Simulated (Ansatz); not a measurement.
Relaxation of C2H5NS (9 atoms, charge 0, multiplicity 1), to a largest force component of 0.015 eV/Å in at most 40 steps.

These are results of RKS revPBE/6-31G* (Ansatz 0.2.0), not measurements.

```xyz
9
Properties=species:S:1:pos:R:3:forces:R:3
C -0.106 1.172 -0.895 -3.13 2.62 -1.56
N -0.753 0.143 -0.521 0.04 0.03 0.33
C 0.117 -0.850 0.051 2.29 -0.39 -0.44
S 0.570 -0.636 1.829 -1.46 0.21 0.45
H 0.934 1.381 -0.827 1.61 -0.06 0.21
H -0.740 2.048 -1.364 1.07 -1.37 0.71
H -0.289 -1.832 -0.059 -0.67 -1.00 -0.14
H 1.142 -0.880 -0.480 -0.97 0.02 0.62
H -0.786 -0.593 2.249 1.22 -0.04 -0.19
```

Task: Where does it end, and by what steps?

Result: It converged. After 12 steps the energy has fallen by 0.357 eV; H5 moved furthest, 0.55 Å.

```
step  energy less start (eV)  largest force component (eV/Å)  accepted
   0                  0.0000                           3.133       yes
   1                 -0.2738                           1.035       yes
   2                 -0.2637                           1.135        no
   3                 -0.3240                           0.220       yes
   4                 -0.3338                           0.182       yes
   5                 -0.3430                           0.464       yes
   6                 -0.3496                           0.296       yes
   7                 -0.3485                           0.457        no
   8                 -0.3545                           0.173       yes
   9                 -0.3539                           0.172        no
  10                 -0.3565                           0.058       yes
  11                 -0.3567                           0.032       yes
  12                 -0.3570                           0.013       yes
```

```xyz
9
Properties=species:S:1:pos:R:3
C -0.134 1.229 -1.009
N -0.664 0.326 -0.270
C 0.196 -0.781 0.137
S 0.457 -0.793 1.972
H 0.923 1.222 -1.351
H -0.755 2.078 -1.334
H -0.289 -1.727 -0.159
H 1.220 -0.755 -0.293
H -0.865 -0.845 2.290
```

Whether the end is a true minimum wasn't checked by a vibrational analysis.

Time of the run: 2.5 min on 1 CPU thread of a shared host.
